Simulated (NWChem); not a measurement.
**Correlation energy of Si (-1)**

```xyz
1

Si     0.0000     0.0000     0.0000
```
Charge -1, spin multiplicity 4.

The numbers come from NWChem runs, not from measurements.

Basis set: def2-SVPD. Each correlation energy counts from its own Hartree-Fock reference.

The correlated methods keep 5 core orbitals frozen. No SCF solution was tested for a lower state. Open-shell Hartree-Fock references start from PBE0 orbitals. Coupled-cluster values serve here as a point of comparison, not as the truth.

### Question
For the correlation energy, UMP2 gives -60.7 mHa and SCS-UMP2 gives -58.3 mHa. What do CCSD on UHF, CCSD[T] on UHF, CCSD(T) on UHF give?

### Answer
CCSD on UHF: -77.9 mHa; CCSD[T] on UHF: -79.9 mHa; CCSD(T) on UHF: -79.9 mHa.
